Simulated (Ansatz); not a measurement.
A made-up structure of CH$_{2}$BO (charge +1), closed shell:

```
atom    x (Å)    y (Å)    z (Å)
  C1  -0.4370   0.4800  -0.2446
  B2   0.6365  -0.6992   0.3562
  O3   1.4837  -1.6298   0.8304
  H4  -0.8829   0.4210  -1.3854
  H5  -0.8003   1.4279   0.4434
```

It is relaxed with PBE-D4/def2-SVP and then PBE0-D4/def2-TZVP (Ansatz 0.2.0). Atoms count as bonded within 1.22 times the sum of their covalent radii (H–H: 0.88 Å). The end point is not checked to be a true minimum.

Problem. Does its bonding change? (Judge from chemistry; the calculation decides.)

Solution. The calculation gives: No: no bond forms or breaks.

Where it ends: The first stage lowers the energy by 1.17 eV in 7 steps. It ends as CH₂BO ([CH2][B][O]), total charge +1:
```
5
angstrom
C -0.3902 0.4286 -0.2184
B 0.5683 -0.6242 0.3180
O 1.3247 -1.4551 0.7414
H -0.7882 0.3758 -1.2370
H -0.7145 1.2749 0.3959
```

Labels in which every atom is bracketed show which atoms are joined, not bond orders.

For scale, one of the runs: PBE0-D4/def2-TZVP relaxation, 105 basis functions, launched by `ansatz run in.yaml --threads 2 --pin off --events-out ev --progress --plain --max-ram 4352MiB`. Hardware: 2 CPU threads of an Arm Neoverse V2, shared host. Wall time about 7 s.
